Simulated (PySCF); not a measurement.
# `Cl/C=C\C(=O)O`, C$_{3}$H$_{3}$ClO$_{2}$

Cartesian coordinates in Å; atom numbers follow the order of the lines, from 1:
```xyz
9

O     1.655    1.461   -0.270
C     0.934    0.495   -0.300
O     1.408   -0.752   -0.186
C    -0.527    0.589   -0.464
C    -1.415   -0.404   -0.511
Cl   -1.064   -2.061   -0.392
H     2.372   -0.730   -0.082
H    -0.880    1.606   -0.553
H    -2.469   -0.198   -0.636
```

Theory: PySCF, GIAO BHandHLYP/aug-pcSseg-1 magnetisability, rotational g tensor and spin-rotation constants, non-relativistic, gas phase. Geometry: GFN2-xTB.

Task: Give the nuclear spin-rotation constants along the inertial axes (H = +C I·J) beside the isotropic shieldings.

Result: Rotational constants 7.3373, 1.8277, 1.4632 GHz. A star marks the isotopologue with that one atom substituted, in its own axes.
| atom | isotope | Caa (kHz) | Cbb (kHz) | Ccc (kHz) | mean (kHz) | σ (ppm) |
| --- | --- | --- | --- | --- | --- | --- |
| Cl6 | 35Cl | 2.555 | 0.444 | 0.286 | 1.095 | 703.5 |
| H7 | 1H | -0.187 | 0.012 | -0.195 | -0.124 | 25.0 |
| H8 | 1H | -0.580 | 0.138 | -0.174 | -0.205 | 25.6 |
| H9 | 1H | -0.353 | 0.076 | -0.150 | -0.142 | 24.5 |
| O1 | 17O* | -4.443 | -0.963 | -0.160 | -1.855 | -110.6 |
| C2 | 13C* | 2.450 | 1.000 | 0.366 | 1.272 | 11.5 |
| O3 | 17O* | -2.219 | -0.303 | -0.268 | -0.930 | 129.4 |
| C4 | 13C* | 2.116 | 0.882 | 0.243 | 1.081 | 55.8 |
| C5 | 13C* | 2.533 | 0.966 | 0.245 | 1.248 | 31.7 |

For the geometry as given, no vibrational averaging.

Task: How do the rotational constants and the g tensor change when H7, H8, H9 are replaced by deuterium?

Result: Constants 6.2526, 1.7933, 1.3936 GHz; g -0.0546, -0.0276, -0.0076, against -0.0631, -0.0284, -0.0079 before.
